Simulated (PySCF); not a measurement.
Series: triple bonds. All species are isolated molecules in the gas phase. Strings in code marks are SMILES.

The four lowest singlet excitations (Tamm–Dancoff). Method: PySCF 2.14.0 with PBE0-D4/def2-TZVP. Excitations are Tamm–Dancoff values on a coarser integration grid. The basis has no diffuse functions, so Rydberg states are missing or too high.

```json
[
 {"state": "S1", "energy (eV)": "5.43", "wavelength (nm)": "228", "oscillator strength": "0.000"},
 {"state": "S2", "energy (eV)": "5.59", "wavelength (nm)": "222", "oscillator strength": "0.078"},
 {"state": "S3", "energy (eV)": "5.59", "wavelength (nm)": "222", "oscillator strength": "0.078"},
 {"state": "S4", "energy (eV)": "5.67", "wavelength (nm)": "219", "oscillator strength": "0.000"}
]
```

Task: Name which member gives these states.
A. `[C-]#[NH+]`
B. `[Si-]#[S+]`
C. `B=N`
D. `[O+]#[Si-]`

Result: D, `[O+]#[Si-]`
